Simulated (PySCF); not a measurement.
Compound: C3H7P.
Z-matrix (Å and degrees, PBE0-D3(BJ)/def2-SVP geometry), rows numbered from 1:
```
C 
C   1  1.5269
C   2  1.4929  1  112.76
P   3  1.6734  2  130.59  1   119.12
H   1  1.1013  2  111.41  3    57.71
H   1  1.1006  2  110.89  3   -62.16
H   1  1.1006  2  110.92  3   177.71
H   2  1.1066  1  108.85  3  -120.19
H   2  1.1018  1  110.29  3   123.32
H   3  1.1013  2  114.50  1   -59.42
H   4  1.4391  3   97.10  2     0.51
```

The closed-shell ground state was solved at several levels (PySCF, density fitting, gas phase, non-relativistic).

| level | basis functions | HOMO (eV) | LUMO (eV) | gap (eV) | dipole (D) |
| --- | --- | --- | --- | --- | --- |
| wB97X-D/def2-SVPD | 140 | -9.09 | 0.26 | 9.35 | 1.70 |
| PBE0/pcSseg-1 | 110 | -7.32 | -1.49 | 5.83 | 1.77 |

Question: What might B97-2/pcSseg-2 (249 basis functions) give for the same quantities?

Answer: HOMO -7.05 eV, LUMO -1.59 eV, gap 5.46 eV, dipole 1.75 D.

Question: Over all these levels, which gives the widest orbital gap and which the narrowest?

Answer: wB97X-D/def2-SVPD (range-separated hybrid) has the widest, 9.35 eV, and B97-2/pcSseg-2 (global hybrid, 21 % exact exchange) the narrowest, 5.46 eV. Functional and basis both differ between the two, so the spread mixes both effects.

Question: How far do the dipole and the HOMO energy spread over the levels?

Answer: The dipole runs from 1.70 to 1.77 D (mean 1.74 D) and the HOMO from -9.09 to -7.05 eV.

One conformer stands for the species.
